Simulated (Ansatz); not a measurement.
ethylene (SMILES C=C) moved off its minimum; all values from Ansatz (a quantum-chemistry and plane-wave program), cores frozen in correlated methods.
(charge 0, multiplicity 1)
```xyz
6

C     -0.6534    -0.1657     0.0380
C      0.5252     0.0656     0.1644
H     -1.3665     0.7702     0.0667
H     -1.3234    -0.9746    -0.0823
H      1.1227    -0.8272    -0.2157
H      1.2182     1.0012     0.1891
```

Task: Give the forces (eV/Å), the total energy and the dipole at CCSD(T)/aug-cc-pVTZ.

Result: 
```json
[
 {"atom": "C1", "Fx": "-12.437", "Fy": "3.525", "Fz": "-0.225"},
 {"atom": "C2", "Fx": "12.812", "Fy": "-0.014", "Fz": "-1.343"},
 {"atom": "H3", "Fx": "1.028", "Fy": "-1.400", "Fz": "0.326"},
 {"atom": "H4", "Fx": "0.529", "Fy": "-1.562", "Fz": "-0.329"},
 {"atom": "H5", "Fx": "0.176", "Fy": "0.843", "Fz": "1.297"},
 {"atom": "H6", "Fx": "-2.109", "Fy": "-1.392", "Fz": "0.274"}
]
```
Energy -78.3881 hartree, dipole 0.29 D.
